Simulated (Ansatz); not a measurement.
The input, for Ansatz 0.2.0:

```yaml
crystal:
  periodic: [false, false, false]
  atoms:
    - {symbol: Al, position_ang: [0.000000, -0.112718, 1.068961]}
    - {symbol: B, position_ang: [0.000000, 0.026926, -1.950247]}
    - {symbol: N, position_ang: [0.000000, 0.108910, -0.695431]}
    - {symbol: H, position_ang: [0.000000, 1.215105, 1.966973]}
basis:
  gaussian: {orbitals: cc-pVDZ}
total_charge: 1
magnetization: {spin_polarized: false, initial_magnetization: 3}
correlation: {method: ccsd_t, electrons: outside_noble_gas}
```

```sh
$ ansatz run in.yaml --threads 1 --pin off --events-out ev --progress --plain --max-ram 2393MiB
```

The program prints:

```
493 factors; integrals over basis functions are off by at most 1.2e-3 eV
mean field evaluation 1: about -8728.1220 eV, gradient 6.5e1 eV
mean field evaluation 2: about -8728.2113 eV, gradient 6.4e1 eV
mean field evaluation 4: about -8737.8949 eV, gradient 2.3e1 eV
mean field evaluation 8: about -8741.0687 eV, gradient 4.2e0 eV
mean field evaluation 16: about -8741.1852 eV, gradient 2.1e-6 eV
mean field evaluation 32: about -8741.3188 eV, gradient 2.3e-6 eV
mean field evaluation 64: about -8736.9196 eV, gradient 2.4e0 eV
mean field evaluation 96: about -8740.0717 eV, gradient 5.0e-1 eV
mean field evaluation 128: about -8741.1852 eV, gradient 8.3e-7 eV
mean field evaluation 160: about -8737.9869 eV, gradient 6.2e0 eV
...
mean field evaluation 768: about -8731.4903 eV, gradient 1.9e-2 eV
mean field evaluation 800: about -8741.3157 eV, gradient 5.6e-1 eV
mean field evaluation 832: about -8738.8606 eV, gradient 2.2e-2 eV
mean field evaluation 864: about -8737.7017 eV, gradient 4.1e-1 eV
mean field evaluation 896: about -8736.9926 eV, gradient 1.9e-6 eV
mean field -8741.31878572 eV, -321.2375402966 hartree, gradient 1.2e-6 eV, S^2 3.750000; 16 other end points of the search recorded, 0 dependent functions left out
mean field evaluation 928: about -8741.4136 eV, gradient 1.7e0 eV
mean field evaluation 960: about -8733.0027 eV, gradient 1.5e1 eV
mean field evaluation 992: about -8734.1212 eV, gradient 2.4e0 eV
determinant -8741.31878572 eV, -321.2375402966 hartree, with singles and doubles -8747.50820167 eV, -321.4649971373 hartree
determinant -8741.18517574 eV, -321.2326302202 hartree, with singles and doubles -8747.38027188 eV, -321.4602958044 hartree
determinant -8740.07168267 eV, -321.1917101047 hartree, with singles and doubles -8746.71287417 eV, -321.4357693908 hartree
determinant -8739.89901097 eV, -321.1853645370 hartree, with singles and doubles -8747.10827188 eV, -321.4502999886 hartree
determinant -8738.86056985 eV, -321.1472025297 hartree, with singles and doubles -8745.44495087 eV, -321.3891740689 hartree
determinant -8738.65633929 eV, -321.1396971949 hartree, with singles and doubles -8745.29192160 eV, -321.3835503469 hartree
determinant -8736.99257532 eV, -321.0785549967 hartree, with singles and doubles -8743.86885974 eV, -321.3312537883 hartree
determinant -8741.31878572 eV, -321.2375402966 hartree, with singles and doubles -8747.52022639 eV, -321.4654390378 hartree
determinant -8741.18517574 eV, -321.2326302202 hartree, with singles and doubles -8747.38223654 eV, -321.4603680043 hartree
determinant -8739.89901097 eV, -321.1853645370 hartree, with singles and doubles -8747.40675552 eV, -321.4612690602 hartree
mean field evaluation 1024: about -8741.3188 eV, gradient 8.2e-3 eV
7 core orbitals not correlated: weight in the atoms' cores, before any rotation towards them, 1.000 or more for the frozen orbitals, at most 0.000 for the correlated occupied ones
reference -8741.31878572 eV, -321.2375402966 hartree; 7, 4 occupied and 37, 40 virtual orbitals, 493 factors
second order -5.33412814 eV of doubles, -0.07251798 eV of singles
cycle   1  -6.20143816 eV  change    2.5e-6 eV  update   4.3e-6
perturbative correction -0.19329747 eV, -0.0071035509 hartree
Total energy: -8747.71352134 eV, -321.4725424962 hartree
```

For the same geometry and basis UCCSDT(Q) lies 63.8 meV lower.

Ran on 1 thread of AMD EPYC, shared host: 47 s wall, 0.15 GiB peak host memory.
